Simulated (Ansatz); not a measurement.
What a trial cell of GaC relaxes into

Level of theory: DFT r2SCAN, scalar-relativistic, plane waves, PAW (Ansatz). Cutoff 500 eV, Γ-centred k mesh, Gaussian smearing, no spin polarisation in the final step.

The start puts GaC on the wurtzite structure type (P6_3mc, No. 186), with Ga in place of Zn, C in place of O, at a guessed volume.

```xyz
4
Lattice="3.4166 0.0000 0.0000 -1.7083 2.9588 0.0000 0.0000 0.0000 5.4715" Properties=species:S:1:pos:R:3 pbc="T T T"
Ga    0.0000    1.9726    0.0000
Ga    1.7083    0.9863    2.7358
C     0.0000    1.9726    2.0907
C     1.7083    0.9863    4.8264
```

Steps on the 6×6×4 mesh (4 atoms). 7 of 7 steps are shown, and the free energy counts from the last. Trial steps that were taken back and renewals of the plane-wave basis can be among the rows.

```tsv
step	ΔF (meV/atom)	V (Å³/atom)	P (GPa)	largest force component (eV/Å)
1	56.8	13.83	-10.58	0.071
2	15.6	13.04	-4.24	0.196
3	7.0	12.51	1.31	0.210
4	2.1	12.54	0.73	0.197
5	-0.1	12.49	0.88	0.073
6	-0.4	12.55	0.14	0.029
7	0.0	12.55	0.13	0.029
```

A final relaxation ran on a 18×18×8 mesh. The relaxed crystal, P6_3mc (No. 186):

Space group P6_3mc (No. 186). a = 3.223 Å, b = 3.223 Å, c = 5.586 Å, α = 90.00°, β = 90.00°, γ = 120.00°
```tsv
atom	site	symmetry	x	y	z
Ga	2b	3m.	0.3333	0.6667	0.0137
C	2b	3m.	0.3333	0.6667	0.3684
```

```yaml
Volume_per_atom: 12.56 Å³
Density: 5.40 g/cm³
Energy_over_the_elements: 0.94 eV/atom
Gap_on_the_18×18×8_mesh: 0 eV (a metal)
```

Formation energies are uncorrected and refer to the elements' standard structures at the same level.

The final run used a 18×18×8 mesh on its 4-atom cell and 0.10 eV smearing. The k mesh leaves about 4 meV/atom of noise in metals.

A structure relaxed within its symmetry needn't be a true minimum.

Cost: 3 runs of about 1.6 core-minutes in all, on Intel Xeon 6975P-C (Granite Rapids) (shared hosts).